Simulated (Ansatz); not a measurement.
## SiH2O (oxosilane): the energy, rung by rung

SiH2O: 4 atoms, total charge 0, spin state singlet. SMILES: `O=[SiH2]`. Geometry: optimised at wB97X-V/def2-SVP.

```xyz
4

O    -0.2852    0.4169    1.4813
Si   -0.0073    0.0094    0.0339
H     0.4411   -1.3472   -0.3817
H    -0.1486    0.9209   -1.1336
```

Quantity: the adiabatic ionisation energy (to the doublet cation, shapes relaxed at wB97X-V/def2-SVP, no zero-point term), in eV. The values are calculated.

```tsv
level	kind	program	value (eV)	less CCSD(T)/def2-TZVPP
HF/def2-TZVPP	Hartree–Fock	Ansatz	8.63	-1.87
SVWN5/def2-TZVPP	LDA	Ansatz	10.87	+0.37
BLYP/def2-TZVPP	GGA	Ansatz	10.42	-0.08
B3LYP/def2-TZVPP	global hybrid	Ansatz	10.51	+0.01
CAM-B3LYP/def2-TZVPP	range-separated hybrid	Ansatz	10.51	+0.01
B2PLYP/def2-TZVPP	double hybrid	Ansatz	10.56	+0.06
RPA@PBE/def2-TZVPP	RPA	Ansatz	10.71	+0.21
MP2/def2-TZVPP	perturbation theory	Ansatz	10.85	+0.35
CCSD(T)/def2-TZVPP	coupled cluster or CI	Ansatz	10.50	0.00
```

CCSD(T)/def2-TZVPP is the highest level here, not the true value. The values span 8.63 to 10.87 eV.
